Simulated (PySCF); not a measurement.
C6H11 (doublet state).
Numbering: `[CH2:1][C@H:2]([CH3:3])[CH2:4][CH:5]=[CH2:6]` (hydrogens: H7, H8 on C1; H9 on C2; H10, H11, H12 on C3; H13, H14 on C4; H15 on C5; H16, H17 on C6)

Structure used (GFN2-xTB), in Å, numbered top down from 1:
```
atom  x, y, z in Å
C1    -1.3178   -1.1954   -0.3189
C2    -0.8241   -0.0375    0.4453
C3    -1.8349    1.1249    0.3783
C4     0.5333    0.4600   -0.1100
C5     1.5970   -0.5755    0.0487
C6     2.7462   -0.3817    0.6678
H7    -1.6121   -2.1068    0.1617
H8    -1.4360   -1.1176   -1.3832
H9    -0.6870   -0.3166    1.4949
H10   -1.4700    1.9763    0.9483
H11   -2.7924    0.8141    0.7894
H12   -1.9849    1.4328   -0.6539
H13    0.4052    0.6868   -1.1722
H14    0.8245    1.3772    0.4053
H15    1.3602   -1.5396   -0.3837
H16    3.4864   -1.1587    0.7571
H17    2.9995    0.5693    1.1083
```

The hyperfine couplings belong to this conformer and change with its torsions.

Theory: UKS B3LYP, pcH-1 on C H, non-relativistic, mean-field spin-orbit, GIAO (PySCF 2.14.0). The structure is a single GFN2-xTB conformer in the gas phase; no vibrational or solvent corrections. A GFN2-xTB geometry isn't a minimum of the functional, and hyperfine couplings can be far from their values at a DFT geometry. Stability of the SCF solution: not tested.

Task: Break the g tensor into its mass correction, gauge correction and orbital-Zeeman/spin–orbit terms.

Result: 
| Δg (ppm) | 1 | 2 | 3 |
| --- | --- | --- | --- |
| relativistic mass correction | -144 | -144 | -144 |
| gauge correction | 7 | 40 | 27 |
| orbital Zeeman/spin–orbit | -44 | 524 | 649 |
| total | -180 | 421 | 532 |

So g = 2.00214, 2.00274, 2.00285 and g_iso = 2.00258; the tensor is rhombic: the two nearest values differ by 16 % of g3 − g1. Axes: g2 points within 9° of the C1–C2 bond.

Task: What are the electron Larmor frequencies g μB B/h along the three axes at 330 mT?

Result: 9.2474, 9.2502, 9.2507 GHz for g1, g2 and g3, a range of 3.3 MHz.

Task: At 9.683 GHz, how far is the centre of the isotropic spectrum from where a free electron (g = 2.002319) resonates?

Result: B = hν/(g μB) with μB/h = 13.99624 MHz/mT gives 345.51 mT for the free electron and 345.47 mT at g_iso, 0.04 mT lower.

Task: How much does each term add to the isotropic shift?

Result: The orbital-Zeeman/spin–orbit term 376, the mass correction -144 and the gauge correction 25 ppm, for a total of 257 ppm. The orbital-Zeeman/spin–orbit term is the largest in size. The mass correction is the same along every axis, so the anisotropy comes from the other two: their spans along these axes are 33 (gauge) and 693 ppm (orbital Zeeman/spin–orbit).

Task: In a frozen sample, at which fields do the three g values resonate at 9.5, 34, 94 and 263 GHz (hyperfine left aside), and which band first spreads them over more than twice a line width of 1.0 mT?

Result: 
```tsv
band	GHz	B(g3) mT	B(g2) mT	B(g1) mT	spread mT
X	9.5	338.89	338.91	339.01	0.12
Q	34.0	1212.88	1212.95	1213.31	0.43
W	94.0	3353.26	3353.45	3354.46	1.19
J	263.0	9382.00	9382.52	9385.34	3.34
```

The spread grows in proportion to the frequency. J band is the first where it exceeds 2.0 mT.

The Mulliken spin populations are largest on C1 (+1.08) and C2 (-0.08). No atom but C1 exceeds +0.15. The positive populations add up to 1.18 and the negative ones to -0.18, together 2S = 1. The angles at C1 add up to 359.9°, so it is planar; its axial dipolar tensor and the negative couplings of its protons fit spin in a p orbital normal to that plane.

The HOMO–LUMO gaps are 5.97 eV among the α and 5.46 eV among the β orbitals.

Hardware: Arm Neoverse V2, one thread (shared host). Cost: 39 s wall (with the writing of density and orbital grids), 1.1 GiB resident at most.
